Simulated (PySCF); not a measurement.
## MgB⁺: one state, many levels of theory

State: ¹Σ⁺ (singlet), closed shell. Set-up: Mg pcseg-2, B pcseg-2; no relativity (PySCF 2.14). De refers to Mg⁺ + B in their high-spin ground configurations, without counterpoise correction. A positive dipole points towards B; it is taken about the centre of mass and depends on that origin.

| Level | Re (Å) | ωe (cm⁻¹) | De (eV) | μ (D) | CPU s a point (SCF and correlation, without the integrals) |
| --- | --- | --- | --- | --- | --- |
| RHF | 2.612 | 334 | 0.257 | -2.23 | 0.031 |
| RHF-MP2 | 2.544 | 370 | 1.19 | n/a | 0.047 |
| RHF-SCS-MP2 | 2.550 | 365 | 1.29 | n/a | n/a |
| RHF-CCSD | 2.560 | 359 | 1.51 | n/a | n/a |
| RHF-CCSD(T) | 2.561 | 356 | 1.60 | n/a | 0.54 |
| PBE | 2.584 | 334 | 1.77 | -1.58 | 0.21 |
| r²SCAN | 2.585 | 341 | 1.34 | -1.79 | 0.28 |
| M06-L | 2.533 | 353 | n/a | -1.61 | 0.32 |
| PBE0 | 2.568 | 348 | 1.50 | -1.90 | 0.45 |
| M06 | 2.529 | 347 | 1.68 | -1.62 | 0.3 |
| HSE06 | 2.570 | 346 | 1.50 | -1.86 | 0.39 |
| M06-2X | 2.569 | 343 | 1.70 | -1.48 | 0.29 |

Task: Which functional lies closest to RHF-CCSD(T) in De, which farthest, and by how much do they differ from it?

Result: Closest is M06 (-3.2 pm in Re, -2.5 % in ωe, +0.08 eV in De against RHF-CCSD(T) in the same basis), farthest r²SCAN (+2.4 pm in Re, -4.2 % in ωe, -0.26 eV in De). CCSD(T) converges more slowly with the basis than the functionals do and binds too weakly in this one, so the order can change at the basis-set limit.

Task: What does a quarter of exact exchange do here, going from PBE to PBE0?

Result: PBE0 less PBE: -1.6 pm in Re, +4.2 % in ωe, -0.27 eV in De. Exact exchange removes part of the self-interaction that spreads semilocal densities, and in most molecules shortens and stiffens the bond and lowers De; so it does here.

Task: What does the step from GGA to meta-GGA do here, going from PBE to r²SCAN?

Result: r²SCAN less PBE: +0.1 pm in Re, +2.1 % in ωe, -0.43 eV in De. 

Correlated steps freeze 2 core orbitals. For an ion De counts to the pair picked by the measured ionisation energies or electron affinities, which need not be the lowest pair at this level. Where the molecule has an RHF reference, its open-shell atoms are computed with UHF.

The whole job (state search and all levels along the bond) took about 0.84 min on 1 thread of Intel Xeon 6975P-C (shared host), peak memory 0.61 GiB.
